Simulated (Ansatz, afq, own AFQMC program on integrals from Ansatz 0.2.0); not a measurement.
**Atomization energy of SiNH4, doublet**

```json
{"atom": "Si", "x (Å)": "-0.0906", "y (Å)": "0.0000", "z (Å)": "0.5953"}
{"atom": "N", "x (Å)": "0.1128", "y (Å)": "0.0000", "z (Å)": "-1.1178"}
{"atom": "H", "x (Å)": "0.5792", "y (Å)": "-1.2268", "z (Å)": "1.1210"}
{"atom": "H", "x (Å)": "0.5792", "y (Å)": "1.2268", "z (Å)": "1.1210"}
{"atom": "H", "x (Å)": "-0.0998", "y (Å)": "-0.8301", "z (Å)": "-1.6484"}
{"atom": "H", "x (Å)": "-0.0998", "y (Å)": "0.8301", "z (Å)": "-1.6484"}
```

Connectivity, by distances: SiH2–NH2.

Atoms in their ground-state spins without spin–orbit coupling (mostly on UHF) minus the molecule (UHF), without zero-point energy. The geometry is a stationary point, not shown to be a minimum.

Basis cc-pVDZ. Only valence electrons are correlated. Ansatz 0.2.0 and our own AFQMC program on the same integrals; the CISD trial comes from CCSD amplitudes, and released means the phaseless constraint is let go. ± is one standard error of the sampling. The errors of all members are added in quadrature.

No full CI on the walks' own integrals is used here; CCSDT(Q) serves as the reference and is uncertain by about the last step of the cluster series. Each member takes its own surest rung, up to full CI.

The best estimate is CCSD(T) at the basis-set limit (CBS: def2-TZVPP and def2-QZVPP, with their diffuse functions for anions and beside diffuse sets, CCSD(T) itself extrapolated) plus the step from CCSD(T) to CCSDT(Q) in cc-pVDZ. Rows without CBS are in cc-pVDZ, the functionals in def2-TZVP; B2PLYP and the wave-function rows carry a basis error of their own. Core correlation and relativity beyond core potentials are missing, and ± holds the sampling alone.

Cautions: other spins of the molecule weren't checked.

Best estimate: 18.362 eV.

| level | atomization energy (eV) | error against the best estimate (eV) |
| --- | --- | --- |
| HF | 12.193 | -6.169 |
| MP2 | 16.166 | -2.196 |
| CCSD | 16.053 | -2.309 |
| CCSD(T) | 16.199 | -2.162 |
| CCSDT | 16.206 | -2.156 |
| CCSDT(Q) | 16.219 | -2.142 |
| ph-AFQMC/CISD | 16.214 ± 0.003 | -2.148 ± 0.003 |
| released AFQMC | 16.219 ± 0.007 | -2.143 ± 0.007 |
| HF/CBS | 13.021 | -5.341 |
| MP2/CBS | 18.323 | -0.038 |
| CCSD(T)/CBS | 18.342 | -0.019 |
| PBE | 18.370 | 0.008 |
| r2SCAN | 18.265 | -0.097 |
| PBE0 | 18.090 | -0.272 |
| B3LYP | 18.331 | -0.030 |
| wB97M-V | 18.314 | -0.048 |
| B2PLYP | 18.033 | -0.329 |

Correlation beyond CCSD(T) adds 0.019 eV. Going to the basis-set limit adds 2.143 eV at CCSD(T). The perturbative (T) step is worth +0.147 eV. The functionals spread over 0.337 eV; PBE and B3LYP come nearest and B2PLYP is 0.329 eV too low.

Best estimates are given only where the step beyond CCSD(T) is under 0.3 eV and no member's determinant is very poor (T1 over 0.05, or 0.07 for open shells, ⟨S²⟩ too high by 0.3, two states mixed), so the hardest cases are missing from such tables.

The functionals ran in a triple-zeta set and keep a basis error of their own, a few kJ/mol for each bond in atomization energies and more for double hybrids, so close places among them and the extrapolated levels can swap.

CCSDT and higher add their correlation energy to the determinant of the CCSD(T) run, since their own runs factorise the integrals more tightly (a shift of under 2 meV). Each member of a difference takes its own highest rung, so a best estimate needn't equal the limit plus the step of one row. A walk keeps the symmetry of its determinant, which the program's search chose and which needn't be the lowest solution, so a lower state of the same spin and another symmetry isn't excluded. Released energies are given only where the last usable release times agree within the noise; a slower fall can still hide under it.
